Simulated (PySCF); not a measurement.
**Working with the constants of PH**

UHF-CCSD(T) constants of PH, ³Σ⁻ (triplet), unpaired electrons π ↑↑ (basis P x2c-TZVPPall, H x2c-TZVPPall; spin-free X2C with a Gaussian nucleus; PySCF 2.14; masses 30.9738 and 1.0078 u):

| Property | Result |
| --- | --- |
| ωe | 2358.9 cm⁻¹ |
| ωexe | 43.8 cm⁻¹ |
| Be | 8.5083 cm⁻¹ |
| αe | 0.251 cm⁻¹ |
| D (centrifugal) | 0.000443 cm⁻¹ |
| De to P + H | 3.06 eV |

(1) Give the vibrational terms G(v) and spacings up to v = 6.

(2) How well does the Morse estimate ωe²/(4ωexe) reproduce De, and what is D0?

Correlated steps freeze 5 core orbitals. The state is the lowest determinant that a PBE0 search found; another state may lie lower at other levels.

## Answers

(1) G(v) = ωe(v+½) − ωexe(v+½)².

```csv
v,G(v) (cm⁻¹),G(v) − G(v−1),Bv (cm⁻¹)
0,1168,,8.383
1,3440,2271,8.132
2,5624,2184,7.881
3,7720,2096,7.630
4,9728,2009,7.379
5,11649,1921,7.128
6,13482,1833,6.877
```

(2) It gives 3.94 eV, 129 % of the computed De. D0 = De − G(0) = 3.06 − 0.14 = 2.92 eV.
